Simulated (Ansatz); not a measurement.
System: cubic perovskite SrTiO₃ (cubic form, which distorts at low temperature). Method: PBEsol in Ansatz (PAW).

Settings: plane-wave cutoff 520 eV, 10×10×10 k mesh, Fermi–Dirac smearing 0.01 eV, no spin polarisation, scalar-relativistic PAW data made under PBE.

Pressure at four volumes; x = ln(V/11.782 Å³). One pressure is withheld.

```tsv
V (Å³/atom)	x	P (GPa)
11.075	-0.0619	?
11.311	-0.0408	8.30
11.782	0.0000	0.00
12.489	0.0583	-9.52
```

Pass a parabola P(x) through the three rows shown, estimate the bulk modulus and its pressure derivative near zero pressure, and predict the withheld pressure.

Slopes between the rows: (0.00 − (8.30))/(0.0000 − (-0.0408)) = -203.43 and (-9.52 − (0.00))/(0.0583 − (0.0000)) = -163.29 GPa. Their difference over the span 0.0991 is c = 40.14/0.0991 = 405.0 GPa, so P(x) = 8.30 + (-203.43)(x − (-0.0408)) + 405.0 (x − (-0.0408))(x − (0.0000)). At the middle row B = −dP/dx = −[-203.43 + 405.0 × 0.0408] = 186.9 GPa, and B′ = dB/dP = 2c/B = 4.3. At x = -0.0619 the parabola gives 13.12 GPa; the run gives 13.18 GPa. The Birch–Murnaghan fit to the energies at all volumes has B0 = 186 GPa and B′ = 4.4.

Measured, for comparison: bulk modulus 172 GPa (room temperature, no zero-point or thermal correction, Murnaghan fit, sources range from 165 to 179; as tabulated in Guennou et al. (2010), arXiv:0910.0710). Computed less measured: bulk modulus +8 % (+3.9 % to +13 % over the range).

Note: the relaxation could not lower the start's symmetry, so the cell can be a saddle point above a distorted one.

Ansatz is an electronic-structure program.
